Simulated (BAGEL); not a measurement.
# CASPT2(8,5)/aug-cc-pVTZ (density fitting with qzvpp-jkfit) run of HS− (hydrosulfide)

What is the energy change on altering one bond length of HS− (hydrosulfide) at CASPT2(8,5)/aug-cc-pVTZ (density fitting with qzvpp-jkfit)? 

The results are computed with BAGEL 1.2.2.

1 further run of the same task is left out (set aside as unsound or not needed). Runs told in other sessions of the task aren't counted.

**1. The molecule**

HS− has 2 atoms, charge -1, and is taken as a singlet. SMILES: `[SH-]`. The coordinates come from a PBE0-D4/def2-TZVPD relaxation.

Bond lengths: S1–H2 1.346 Å.

**2. The energy at CASPT2(8,5)/aug-cc-pVTZ (density fitting with qzvpp-jkfit)**

Input file calc.json:

```json
{ "bagel": [

{
  "title": "molecule",
  "basis": "aug-cc-pvtz.json",
  "df_basis": "qzvpp-jkfit",
  "angstrom": "true",
  "geometry": [
    { "atom": "S", "xyz": [       0.574700,      -0.187900,       0.295500 ] },
    { "atom": "H", "xyz": [      -0.574700,       0.187900,      -0.295500 ] }
  ]
},

{ "title": "hf", "charge": -1 },

{ "title": "casscf", "nstate": 1, "nact": 5, "nclosed": 5, "charge": -1, "nspin": 0, "maxiter": 200, "natocc": "true" },

{ "title": "print", "file": "orbitals.molden", "orbitals": "true" },

{ "title": "smith", "method": "caspt2", "ms": "true", "xms": "true", "sssr": "true", "shift": 0.0, "ncore": 5 }

]}
```

The basis set aug-cc-pVTZ is read from a file made from the Basis Set Exchange's data (not shown).

Started as:

```console
BAGEL_NUM_THREADS=1 BAGEL calc.json > calc.out
```

Output:

```text
* using 1 threads per process

  ===============================================================
  ===============================================================

  *** Geometry ***

  { "atom" : "S", "xyz" : [      1.086026,     -0.355080,      0.558414 ] },
  { "atom" : "H", "xyz" : [     -1.086026,      0.355080,     -0.558414 ] },

  Number of auxiliary basis functions:      146

  Since a DF basis is specified, we compute 2- and 3-index integrals:
    o Being stored without compression. Storage requirement is 0.006 GB

  Number of basis functions:       73
  Number of electrons      :       17

    * METHOD: MOLECULE                             0.03

  *** RHF ***

  === Nuclear Repulsion ===
     6.2905225436

      * DIIS with orbital gradients will be used.

  === RHF iteration (aug-cc-pvtz.json) ===
      0       -398.01326932          0.02378643           0.00
      1       -398.12468974          0.00956741           0.00
      2       -398.14491107          0.00137415           0.00
      3       -398.14544059          0.00052835           0.00
      4       -398.14552177          0.00008662           0.00
      5       -398.14552527          0.00002359           0.00
      6       -398.14552550          0.00000449           0.00
      7       -398.14552551          0.00000147           0.00
      8       -398.14552551          0.00000015           0.00
      9       -398.14552551          0.00000006           0.00
     10       -398.14552551          0.00000001           0.00
     11       -398.14552551          0.00000000           0.00
    * SCF iteration converged.

    * Permanent dipole moment:
           (    0.224815,    -0.073504,     0.115596) a.u.

    * METHOD: HF                                   0.08

  ---------------------------
      CASSCF calculation
  ---------------------------

    * nstate   :      1
    * nclosed  :      5
    * nact     :      5
    * nvirt    :     63
  === CASSCF iteration (aug-cc-pvtz.json) ===

    * Using the second-order algorithm

      0  0      -398.14553058     3.52e-06      0.00

      1  0      -398.14567824     6.61e-05      0.01

      2  0      -398.14620873     2.13e-04      0.03

      3  0      -398.15110258     8.47e-04      0.03

      4  0      -398.16073101     1.35e-03      0.03

      5  0      -398.16190049     3.91e-04      0.04

      6  0      -398.16204671     1.61e-04      0.03

      7  0      -398.16208250     7.77e-05      0.03

      8  0      -398.16209246     4.00e-05      0.03

      9  0      -398.16209535     2.12e-05      0.03

     10  0      -398.16209621     1.15e-05      0.03

     11  0      -398.16209647     6.24e-06      0.03

     12  0      -398.16209655     3.42e-06      0.03

     13  0      -398.16209657     1.88e-06      0.03

     14  0      -398.16209658     1.03e-06      0.03

     15  0      -398.16209658     5.69e-07      0.03

     16  0      -398.16209658     3.14e-07      0.03

     17  0      -398.16209658     1.73e-07      0.03

     18  0      -398.16209658     9.54e-08      0.03

     19  0      -398.16209658     5.26e-08      0.03

     20  0      -398.16209658     2.90e-08      0.03

     21  0      -398.16209658     1.60e-08      0.03

     22  0      -398.16209658     8.80e-09      0.03

    * Second-order optimization converged. *

     guess   0:   closed 1111.                open .....

  === FCI iteration ===

      0  0      -398.14520917     3.03e-02      0.00
      1  0      -398.16188651     3.18e-03      0.00
      2  0      -398.16209321     4.01e-04      0.00
      3  0      -398.16209653     4.98e-05      0.00
      4  0      -398.16209658     4.60e-06      0.00
      5  0      -398.16209658     4.51e-07      0.00
      6  0 *    -398.16209658     3.27e-15      0.00

     * ci vector, state   0, <S^2> = 0.0000
       2222.     0.9935753202
       222.2    -0.1094751106

    * METHOD: CASSCF                               0.69

    * METHOD: PRINT                                0.01

  === SMITH program ===

    * freezing 5 orbitals

    * Approximate memory requirement for SMITH calulation per MPI process:
      o Storage requirement for T-amplitude, lambda, and residual is 0.00 GB
      o Storage requirement for MO integrals is 0.00 GB
    * Calculating and saving rdm4f

    * Zeroth order energy : state  0       -2.1618872541

    * CASPT2 iteration is performed using redundant basis

      ---- iteration ----

        0    -0.18513836     0.00813357      0.02
        1    -0.18613240     0.00091720      0.02
        2    -0.18616751     0.00012378      0.02
        3    -0.18616775     0.00001402      0.02
        4    -0.18616776     0.00000216      0.02
        5    -0.18616776     0.00000023      0.02

      -------------------

    * CASPT2 energy : state  0     -398.3482643405
        reference weight              0.9210987192

    * METHOD: SMITH                                0.13

  ===============================================================
```

It took 1.1 s on 1 thread of Intel Xeon 6975P-C (Granite Rapids), shared host.

**3. The distorted shape, same level**

Input file input.json:

```json
{ "bagel": [

{
  "title": "molecule",
  "basis": "aug-cc-pvtz.json",
  "df_basis": "qzvpp-jkfit",
  "angstrom": true,
  "geometry": [
    { "atom": "S", "xyz": [    0.919557,   -0.300652,    0.472819 ] },
    { "atom": "H", "xyz": [   -0.574700,    0.187900,   -0.295500 ] }
  ]
},
{ "title": "hf", "charge": -1 },
{ "title": "casscf", "nstate": 1, "nact": 5, "nclosed": 5, "charge": -1, "maxiter": 200, "natocc": true },
{ "title": "print", "file": "orbitals.molden", "orbitals": true },
{ "title": "smith", "method": "caspt2", "ms": true, "xms": true, "sssr": true, "shift": 0.0, "ncore": 5 }

]}
```

The basis set aug-cc-pVTZ is read from a file made from the Basis Set Exchange's data (not shown).

Started as:

```console
BAGEL_NUM_THREADS=1 BAGEL input.json > input.out
```

Output:

```text
* using 1 threads per process

  ===============================================================
  ===============================================================

  *** Geometry ***

  { "atom" : "S", "xyz" : [      1.737711,     -0.568150,      0.893498 ] },
  { "atom" : "H", "xyz" : [     -1.086026,      0.355080,     -0.558414 ] },

  Number of auxiliary basis functions:      146

  Since a DF basis is specified, we compute 2- and 3-index integrals:
    o Being stored without compression. Storage requirement is 0.006 GB

  Number of basis functions:       73
  Number of electrons      :       17

    * METHOD: MOLECULE                             0.02

  *** RHF ***

  === Nuclear Repulsion ===
     4.8387437828

      * DIIS with orbital gradients will be used.

  === RHF iteration (aug-cc-pvtz.json) ===
      0       -397.97270186          0.02114167           0.00
      1       -398.06822977          0.01036107           0.00
      2       -398.09907157          0.00183744           0.00
      3       -398.10014153          0.00073337           0.00
      4       -398.10038682          0.00012094           0.00
      5       -398.10039887          0.00003810           0.00
      6       -398.10039986          0.00000642           0.00
      7       -398.10039988          0.00000203           0.00
      8       -398.10039988          0.00000048           0.00
      9       -398.10039988          0.00000019           0.00
     10       -398.10039988          0.00000002           0.00
     11       -398.10039988          0.00000001           0.00
    * SCF iteration converged.

    * Permanent dipole moment:
           (   -0.069326,     0.022666,    -0.035646) a.u.

    * METHOD: HF                                   0.07

  ---------------------------
      CASSCF calculation
  ---------------------------

    * nstate   :      1
    * nclosed  :      5
    * nact     :      5
    * nvirt    :     63
  === CASSCF iteration (aug-cc-pvtz.json) ===

    * Using the second-order algorithm

      0  0      -398.10042313     1.63e-05      0.00

      1  0      -398.10127321     3.16e-04      0.02

      2  0      -398.12394468     2.99e-03      0.03

      3  0      -398.12956163     8.89e-04      0.03

      4  0      -398.12987767     3.00e-04      0.03

      5  0      -398.12990780     1.01e-04      0.03

      6  0      -398.12991130     3.44e-05      0.03

      7  0      -398.12991172     1.18e-05      0.03

      8  0      -398.12991177     4.06e-06      0.03

      9  0      -398.12991177     1.40e-06      0.03

     10  0      -398.12991177     4.83e-07      0.03

     11  0      -398.12991177     1.67e-07      0.03

     12  0      -398.12991177     5.77e-08      0.03

     13  0      -398.12991177     1.99e-08      0.03

     14  0      -398.12991177     6.98e-09      0.02

    * Second-order optimization converged. *

     guess   0:   closed 1111.                open .....

  === FCI iteration ===

      0  0      -398.09917670     3.12e-02      0.00
      1  0      -398.12954373     3.55e-03      0.00
      2  0      -398.12989631     7.94e-04      0.00
      3  0      -398.12991133     1.02e-04      0.00
      4  0      -398.12991177     1.14e-05      0.00
      5  0      -398.12991177     1.21e-06      0.00
      6  0 *    -398.12991177     5.03e-15      0.00

     * ci vector, state   0, <S^2> = -0.0000
       2222.     0.9798604323
       222.2    -0.1969551138

    * METHOD: CASSCF                               0.43

    * METHOD: PRINT                                0.01

  === SMITH program ===

    * freezing 5 orbitals

    * Approximate memory requirement for SMITH calulation per MPI process:
      o Storage requirement for T-amplitude, lambda, and residual is 0.00 GB
      o Storage requirement for MO integrals is 0.00 GB
    * Calculating and saving rdm4f

    * Zeroth order energy : state  0       -1.9642565465

    * CASPT2 iteration is performed using redundant basis

      ---- iteration ----

        0    -0.18064300     0.00513970      0.02
        1    -0.18115922     0.00044042      0.02
        2    -0.18117016     0.00005943      0.02
        3    -0.18117024     0.00000527      0.02
        4    -0.18117024     0.00000068      0.02

      -------------------

    * CASPT2 energy : state  0     -398.3110820144
        reference weight              0.9189781058

    * METHOD: SMITH                                0.12

  ===============================================================
```

Run time: 0.78 s. Hardware: 1 thread of Intel Xeon 6975P-C (Granite Rapids), shared host.

**4. Summary of results**

At CASPT2(8,5)/aug-cc-pVTZ (density fitting with qzvpp-jkfit), 5 core orbitals frozen:

| quantity | value |
| --- | --- |
| first shape: total energy | -398.34826 Eh |
| distorted shape: total energy | -398.31108 Eh |
| energy change with the S1–H2 bond stretched from 1.346 to 1.750 Å | 1.012 eV |

With the S1–H2 bond stretched from 1.346 to 1.750 Å the energy rises by 1.01 eV (98 kJ/mol). The first shape isn't relaxed at this level, so the change isn't measured from a minimum.
